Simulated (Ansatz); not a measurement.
Born–Oppenheimer molecular dynamics of C3H7NO2 (13 atoms, charge 0, multiplicity 1). It starts at the highest image of a converged band. Of that band: The profile has 2 maxima (images 3, 7) with wells between them (image 6): this band takes more than one step, which may be the mechanism or a detour left from its start path. Neighbouring images differ by up to 2.8 eV, so the band resolves the path poorly. A vibrational analysis at the climbing image gives one clearly imaginary mode, 1925i cm⁻¹: a first-order saddle point.

These are results of Ansatz, RKS PBE0/def2-SVP, not measurements.

| Property | Result |
| --- | --- |
| ensemble | NVE (velocity Verlet) |
| time step | 0.5 fs |
| steps asked | 200 |
| starting velocities drawn for | 300 K |
| seed | 8452 |

First frame:

```xyz
13
Properties=species:S:1:pos:R:3
N -1.191 1.007 0.370
C -0.987 -0.286 0.160
O -1.671 -1.272 0.725
C 0.015 -0.413 -0.849
C 1.478 -0.198 -0.461
O 1.782 1.034 0.137
H -1.533 1.364 1.271
H -2.466 -0.930 1.156
H -0.430 1.053 -0.646
H -0.101 -1.258 -1.541
H 2.066 -0.242 -1.391
H 1.845 -1.032 0.177
H 1.214 1.139 0.907
```

Question: How far do the bonds stretch over the last three quarters of this one trajectory? (Pairs bonded in most of those frames.)

Answer: 
```json
{"bond": "N1–C2", "mean (Å)": "1.401", "spread (Å)": "0.048", "shortest": "1.29", "longest": "1.51"}
{"bond": "N1–H7", "mean (Å)": "1.029", "spread (Å)": "0.033", "shortest": "0.96", "longest": "1.11"}
{"bond": "N1–H9", "mean (Å)": "1.043", "spread (Å)": "0.080", "shortest": "0.91", "longest": "1.16"}
{"bond": "C2–O3", "mean (Å)": "1.372", "spread (Å)": "0.063", "shortest": "1.27", "longest": "1.51"}
{"bond": "C2–C4", "mean (Å)": "1.362", "spread (Å)": "0.039", "shortest": "1.27", "longest": "1.43"}
{"bond": "O3–H8", "mean (Å)": "0.968", "spread (Å)": "0.009", "shortest": "0.95", "longest": "0.98"}
{"bond": "C4–C5", "mean (Å)": "1.512", "spread (Å)": "0.037", "shortest": "1.42", "longest": "1.56"}
{"bond": "C4–H10", "mean (Å)": "1.097", "spread (Å)": "0.023", "shortest": "1.05", "longest": "1.13"}
{"bond": "C5–O6", "mean (Å)": "1.443", "spread (Å)": "0.045", "shortest": "1.38", "longest": "1.53"}
{"bond": "C5–H11", "mean (Å)": "1.107", "spread (Å)": "0.018", "shortest": "1.08", "longest": "1.14"}
{"bond": "C5–H12", "mean (Å)": "1.110", "spread (Å)": "0.013", "shortest": "1.08", "longest": "1.13"}
{"bond": "O6–H13", "mean (Å)": "0.966", "spread (Å)": "0.005", "shortest": "0.96", "longest": "0.97"}
```

Mean temperature of the second half: 1194 K. The conserved energy stayed within 0.54 meV per atom of its start (net change -0.23 meV per atom), so the integration is sound. The system heated up, since it started high on the potential surface and ran downhill. A run of 0.1 ps of so small a system gives no equilibrium averages. The orbitals stay closed-shell, which can raise the energy where a bond breaks towards radicals; this wasn't checked here.

Time of the run: 9.3 min on 2 threads of Arm Neoverse V2 (shared host), peak memory 0.28 GiB.
